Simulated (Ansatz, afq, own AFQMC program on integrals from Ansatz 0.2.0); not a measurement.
**Where AFQMC and coupled cluster stand for HBr$_{2}$, doublet**

```xyz
3

Br    0.0000    0.0000   -1.8083
H     0.0000    0.0000   -0.1533
Br    0.0000    0.0000    1.9617
```

Connectivity, by distances: BrH ··· Br.

Basis cc-pVTZ. Noble-gas cores (and the filled d shells of Ga–Kr and In–Xe) are frozen. Ansatz 0.2.0 and our own AFQMC program on the same integrals; the CISD trial comes from CCSD amplitudes, and released means the phaseless constraint is let go. ± is one standard error of the sampling. No spin–orbit coupling.

Determinant: UHF, the one that the program's search chose, which needn't be the lowest solution. The geometry is a point of a scan.

No full CI on the walks' own integrals is used here; CCSDT(Q) serves as the reference and is uncertain by about the last step of the cluster series.

Cautions: no relativity below Rb; no spin-orbit coupling; inner d shell frozen.

```
T1 diagnostic                               : 0.0085
weight of the determinant in the CISD state : 0.858
⟨S²⟩ of the determinant                     : 0.759
size of the correlated space                : 15 electrons in 72 orbitals
```

Reference: CCSDT(Q), correlation energy -10.003 eV. The released energy is read at 1.50 1/Eh (meV from the phaseless value at times in 1/Eh: -7 ± 5 at 0.24, -10 ± 5 at 0.51, -26 ± 5 at 0.99, -27 ± 6 at 1.50).

| level | E − E(reference) (kJ/mol) | share of correlation (%) |
| --- | --- | --- |
| HF | 965.1 | 0.00 |
| MP2 | 134.0 | 86.11 |
| CCSD | 37.0 | 96.16 |
| CCSD(T) | 4.2 | 99.57 |
| CCSDT | 1.3 | 99.86 |
| ph-AFQMC/HF | 2.3 ± 2.9 | 99.76 |
| ph-AFQMC/CISD | 2.2 ± 0.5 | 99.77 |
| released AFQMC | -0.4 ± 0.6 | 100.04 |

A walk keeps the symmetry of its determinant, which the program's search chose and which needn't be the lowest solution, so a lower state of the same spin and another symmetry isn't excluded. Released energies are given only where the last usable release times agree within the noise; a slower fall can still hide under it.
